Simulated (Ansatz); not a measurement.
**C₃H₇NO: small, medium and large basis sets**

Aim: see how fast density functionals converge with the basis set for C₃H₇NO.

The runs use Ansatz 0.2.0, Gaussian basis; one geometry, several basis sets.

Plan: PBE0-D4/def2-SVP; ωB97M-V/def2-SVP; PBE0-D4/def2-QZVPP; ωB97M-V/def2-QZVPP; the functionals' def2-TZVPP values are taken from earlier runs.

## 1. The geometry

All runs share one geometry, relaxed beforehand with PBE0-D4 in a triple-zeta def2 set.

SMILES `CC(N)C=O`, 12 atoms, charge 0, spin multiplicity 1.

Atoms are counted from 1 here; the program's logs count them from 0.

Bond lengths: C1–C2 1.522 Å, C1–H6 1.091 Å, C1–H7 1.093 Å, C1–H8 1.093 Å, C2–N3 1.450 Å, C2–C4 1.513 Å, C2–H9 1.099 Å, N3–H10 1.012 Å, N3–H11 1.011 Å, C4–O5 1.199 Å, C4–H12 1.113 Å. Angles: C2–C1–H6 110.9°, C2–C1–H7 110.0°, C2–C1–H8 110.6°, H6–C1–H7 108.2°, H6–C1–H8 109.0°, H7–C1–H8 108.1°, C1–C2–N3 109.7°, C1–C2–C4 107.4°, C1–C2–H9 109.1°, N3–C2–C4 108.4°, N3–C2–H9 114.6°, C4–C2–H9 107.3°, C2–N3–H10 111.6°, C2–N3–H11 111.0°, H10–N3–H11 107.7°, C2–C4–O5 124.6°, C2–C4–H12 113.5°, O5–C4–H12 121.9°.

## 2. PBE0-D4 in def2-SVP

File in.yaml:

```yaml
crystal:
  periodic: [false, false, false]
  atoms:
    - {symbol: C, position_ang: [-0.921949, -0.892818, 0.043290]}
    - {symbol: C, position_ang: [0.078023, 0.221990, 0.317485]}
    - {symbol: N, position_ang: [1.428488, -0.297970, 0.219131]}
    - {symbol: C, position_ang: [-0.109097, 1.272818, -0.754409]}
    - {symbol: O, position_ang: [-0.706423, 2.301498, -0.603736]}
    - {symbol: H, position_ang: [-1.945157, -0.518056, 0.092336]}
    - {symbol: H, position_ang: [-0.812457, -1.685523, 0.788338]}
    - {symbol: H, position_ang: [-0.749375, -1.328762, -0.944019]}
    - {symbol: H, position_ang: [-0.162027, 0.692534, 1.280697]}
    - {symbol: H, position_ang: [2.105149, 0.350285, 0.600391]}
    - {symbol: H, position_ang: [1.519492, -1.169965, 0.723524]}
    - {symbol: H, position_ang: [0.352235, 0.998771, -1.729027]}
basis:
  gaussian: {orbitals: def2-SVP}
hamiltonian: {xc: pbe0, dispersion: d4}
output: {orbitals: {seedname: orbitals}}
```

After this run come: ωB97M-V in def2-SVP; PBE0-D4 in def2-QZVPP; ωB97M-V in def2-QZVPP.

Q: Predict the results of all the runs planned. Wanted: PBE0-D4: double and triple zeta above quadruple; ωB97M-V: double and triple zeta above quadruple.

As calculated:

| quantity | value |
| --- | --- |
| PBE0-D4: double and triple zeta above quadruple | 8.13, 0.39 eV |
| ωB97M-V: double and triple zeta above quadruple | 8.46, 0.38 eV |

In words: For PBE0-D4 the step from double to triple zeta gains 7.74 eV and the next only 0.39 eV. Total energies overstate the basis error of differences, where much of it tends to cancel. The LUMO of ωB97M-V is positive and keeps falling with the basis (1.92 to 1.39 eV): an unbound level that the basis holds in place.
